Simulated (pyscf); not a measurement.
`[OH][PH2]` + `[SiH2]` [singlet] -> `[O]=[PH]` + `[SiH4]`, a concerted two-bond exchange (singlet surface; H–O, H–P broken, H–Si, H–Si formed). Optimised with ωB97X-D3(BJ)/def2-SVP in PySCF. Correlated levels are frozen-core, on RHF or UHF. ΔMP2 is the change of the MP2 total energy from the triple- to the quadruple-zeta basis. Energies in eV from the separated reactants.

Small-basis levels: PySCF, no dispersion term, spherical d functions. 

Q: In single points SVWN5/6-31G* puts the saddle at -0.80 eV and the reaction energy at -1.26 eV. Should these be trusted to within a few kcal/mol? Compare with CCSD(T)/def2-TZVPP + ΔMP2(QZVPP).

A: CCSD(T)/def2-TZVPP + ΔMP2(QZVPP) gives ΔE‡ = 0.20 eV and ΔE = -1.21 eV. SVWN5/6-31G* lies 1.00 eV under it in the barrier and 0.05 eV under it in the reaction energy, so on this step it does not hold to within 0.13 eV. At SVWN5/6-31G* this geometry lies under one side, so its ΔE‡ may be no barrier of that level. CCSD(T)/def2-TZVPP + ΔMP2(QZVPP) has limits of its own. On the reactant side the descent ends in a bound adduct, 0.62 eV under the separated species and 0.68 eV under the saddle at ωB97X-D3(BJ)/def2-TZVP. At ωB97X-D3(BJ) the barrier from the zero used here is 0.06 eV. The same reactants have a lower exit, to HO–SiH₂–PH₂ (barrier -0.21 eV at ωB97M-D3(BJ), against +0.21 eV here). One saddle was located; it need not be the lowest between these sides. The CCSD(T) − MP2 part came from Ansatz, without density fitting, on the same reference.
